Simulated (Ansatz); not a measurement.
Ideal-gas functions of C3H4F2, SMILES `FC1(F)CC1` at 298.15 K and 1 bar, from an Ansatz frequency run at PBE0-D4/def2-TZVP.

Molar mass 78.06 g/mol, point group C2v (symmetry number 2), electronic degeneracy 1, moments of inertia 69.663, 90.107, 118.465 u Å². Harmonic wavenumbers (cm⁻¹, unscaled): 334, 353, 476, 544, 739, 757, 884, 953, 1001, 1035, 1049, 1107, 1181, 1310, 1383, 1434, 1531, 3163, 3164, 3253, 3265.

Use S(trans) = R[1.5 ln M + 2.5 ln T − 1.1517]; rotational temperatures θ = 24.2544 K / I; S(rot) = R[ln(√π/σ · √(T³/θAθBθC)) + 1.5]; for each mode x = 1.438777 ν̃/T, S = R[x/(eˣ − 1) − ln(1 − e⁻ˣ)] and H = RT x/(eˣ − 1); 1 cm⁻¹ = 0.0119627 kJ/mol; R = 8.31446 J/(mol·K).

Q: By hand: the entropy, in J/(mol·K).

A: Translation 163.2. Rotation: θ = 0.3482, 0.2692, 0.2047 K, giving 99.0. Vibration, mode by mode: 5.19, 4.82, 3.02, 2.33, 1.10, 1.03, 0.62, 0.47, 0.39, 0.34, 0.32, 0.25, 0.19, 0.11, 0.08, 0.07, 0.04, 0.00, 0.00, 0.00, 0.00, in all 20.4. Electronic 0.0. Sum 282.6 J/(mol·K).

Q: By hand: H − E and G − E in kJ/mol, counted from the electronic energy.

A: Zero-point energy ½ × 28916 × 0.0119627 = 173.0; thermal vibration 4.3; translation, rotation and pV give 4 RT = 9.9. H − E = 187.2 kJ/mol, and G − E = 187.2 − 298.15 × 282.6/1000 = 102.9 kJ/mol.

Vibration gives 7 % of the entropy.
